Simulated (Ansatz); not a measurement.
The cluster PS₂, relaxed as a doublet with UKS PBE-D4/def2-TZVP in Ansatz, starting from the GFN2-xTB geometry. Force threshold 0.02 eV/Å.

Another isomer (doublet) lies 0.31 eV lower at PBE0-D4/def2-TZVP; other spin states weren't run for this one.

Start:

Cartesian coordinates in Å:
```
P 0.6882 0.8963 0.3741
S -0.6195 -0.6552 0.8164
S -0.0687 -0.2412 -1.1905
```

(1) Estimate the energy that the relaxation releases and the steps that it takes.

(2) Does the start keep its bonding and symmetry?

(3) Predict the relaxed structure.

Results:

(1) 0.2 kcal/mol, in 3 steps; 3.7 s on 2 threads of Arm Neoverse V1 on a shared host. No frequencies were taken in this run, so the end may be a saddle point.

(2) By distances, no bond broke or formed. The bond that changes most is P1–S2, from 2.08 to 2.10 Å (atoms count from 1). Point group C2v at the start, C2v at the end, both within 0.05 Å.

(3) 
```csv
atom,x (Å),y (Å),z (Å)
P1,0.696,0.907,0.378
S2,-0.625,-0.661,0.819
S3,-0.071,-0.245,-1.197
```
Bond lengths: 2 × P–S 2.10 Å; 1 × S–S 2.13 Å.
